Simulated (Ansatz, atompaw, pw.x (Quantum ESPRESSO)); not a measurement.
pw.x on fcc Mg: one setting changed

Potential: PAW, atompaw 4.2.0.5, PBEsol; core [Ne], reference 3s2 3p0; waves: 3s (bound): rc 3.00 bohr; 3s channel at 0.85 Ry: rc 1.75 bohr; 3p (bound, empty): rc 3.00 bohr; 3p channel at 2.2 Ry: rc 3.00 bohr; 3d channel at 0.25 Ry: rc 3.00 bohr; 3d channel at 2.2 Ry: rc 2.45 bohr; local part: bessel scheme, radius 2.90 bohr; core correction: smooth core density matched at 2.85 bohr; augmentation: sinc compensation charge, radius 2.75 bohr; PAW radius 3.00 bohr; waves and projectors: custom polynom vanderbiltortho.

The reference run (k-mesh 13³, cutoffs 40/400 Ry, Fermi–Dirac 0.01 Ry, mixing_beta 0.4, conv_thr 1e-9, no spin) gives 0.07 GPa at 22.729 Å³/atom, where all-electron LAPW gives -0.03 GPa. This run, with its own iteration cap, changes k-mesh shift to 1.

```
&control
  calculation='scf', prefix='x', pseudo_dir='./', outdir='./tmp', tstress=.true., disk_io='none'
/
&system
  ibrav=0, nat=1, ntyp=1, ecutwfc=40, ecutrho=400, nbnd=8,
  occupations='smearing', smearing='fd', degauss=0.01
/
&electrons
  conv_thr=1e-09, mixing_beta=0.4, electron_maxstep=50
/
ATOMIC_SPECIES
Mg 1.0 Mg.UPF
CELL_PARAMETERS angstrom
  0.00000000 2.24827852 2.24827852
  2.24827852 0.00000000 2.24827852
  2.24827852 2.24827852 0.00000000
ATOMIC_POSITIONS crystal
Mg 0.0000 0.0000 0.0000
K_POINTS automatic
13 13 13 1 1 1
```

```bash
pw.x < Mg.scf.in > Mg.scf.out
```

**Question.** How does the run end?

**Answer.** It converges in 7 iterations; the free energy moves by -0.1 meV/atom and the pressure by +0.00 GPa. The result is that of the reference run.

```
Message from routine setup:
     using ibrav=0 with symmetry is DISCOURAGED, use correct ibrav instead
     lattice parameter (alat)  =       6.0085  a.u.
     unit-cell volume          =     153.3829 (a.u.)^3
     number of electrons       =         2.00
     number of Kohn-Sham states=            8
     kinetic-energy cutoff     =      40.0000  Ry
     charge density cutoff     =     400.0000  Ry
     scf convergence threshold =      1.0E-09
     Exchange-correlation= SLA PW PSX PSC
     number of k points=   231  Fermi-Dirac smearing, width (Ry)=  0.0100
     iteration #  1     ecut=    40.00 Ry     beta= 0.40
     total energy              =     -32.71897173 Ry
     estimated scf accuracy    <       0.00358663 Ry
     iteration #  2     ecut=    40.00 Ry     beta= 0.40
     total energy              =     -32.71913781 Ry
     estimated scf accuracy    <       0.00119661 Ry
     iteration #  3     ecut=    40.00 Ry     beta= 0.40
     total energy              =     -32.71918291 Ry
     estimated scf accuracy    <       0.00000143 Ry
     iteration #  4     ecut=    40.00 Ry     beta= 0.40
     c_bands:  1 eigenvalues not converged
     c_bands:  1 eigenvalues not converged
     c_bands:  1 eigenvalues not converged
     c_bands:  1 eigenvalues not converged
     c_bands:  1 eigenvalues not converged
     total energy              =     -32.71921360 Ry
     estimated scf accuracy    <       0.00000185 Ry
     iteration #  5     ecut=    40.00 Ry     beta= 0.40
     total energy              =     -32.71921473 Ry
     estimated scf accuracy    <       0.00000146 Ry
     iteration #  6     ecut=    40.00 Ry     beta= 0.40
     total energy              =     -32.71921493 Ry
     estimated scf accuracy    <       0.00000017 Ry
     iteration #  7     ecut=    40.00 Ry     beta= 0.40
     the Fermi energy is     3.5813 ev
!    total energy              =     -32.71921499 Ry
     estimated scf accuracy    <          1.1E-11 Ry
     smearing contrib. (-TS)   =      -0.00204290 Ry
     The total energy is F=E-TS. E is the sum of the following terms:
     one-electron contribution =       1.43992059 Ry
     hartree contribution      =       0.00260459 Ry
     xc contribution           =      -0.88662795 Ry
     ewald contribution        =      -2.15827755 Ry
     one-center paw contrib.   =     -31.11479177 Ry
     convergence has been achieved in   7 iterations
          total   stress  (Ry/bohr**3)                   (kbar)     P=        0.78
     Message from routine punch:
     Nothing written, as per user request (disk_io='none')
```

The run took about 11 s on one core of a shared host (Intel(R) Xeon(R) 6975P-C, 192 threads, 378 GiB, load 80).
